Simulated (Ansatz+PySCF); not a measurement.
# singlet BH3: levels of theory in one basis

```xyz
4

B    -0.0327   -0.0105    0.0363
H     1.2172    0.0195   -0.0448
H    -0.5711    1.0270   -0.0339
H    -0.6064   -1.0033   -0.0276
```

Basis set: def2-SVP (spherical functions). Correlated methods keep 1 orbital frozen. Charge 0, multiplicity 1.

Computed with Ansatz (development build ahead of 0.2.0); each method stands on the lowest determinant of its kind that the runs found. NEVPT2 correlates all electrons. Active spaces start from the frontier orbitals, and the lowest solution found is given.

```csv
method,E − E(RHF) (eV),<S²> of the determinant
RHF,0.00,0.00
RHF-MP2,-2.51,–
RHF-CCSD,-3.14,–
RHF-CCSD(T),-3.19,–
"CASSCF(6,7)",-1.38,–
```

Q: What does SC-NEVPT2(6,7) give on the same scale?

A: -2.67 eV. NEVPT2 here correlates all electrons, so it doesn't share the others' frozen core.

Q: Is a single determinant a sound starting point here?

A: By this sign, yes. Unrestricted orbitals gain 0.00 eV and <S²> is 0.00 against 0.00 for a pure state. The CASSCF(6,7) natural occupations are 1.99, 1.98, 1.98, 0.02, 0.02, 0.01, 0.01.
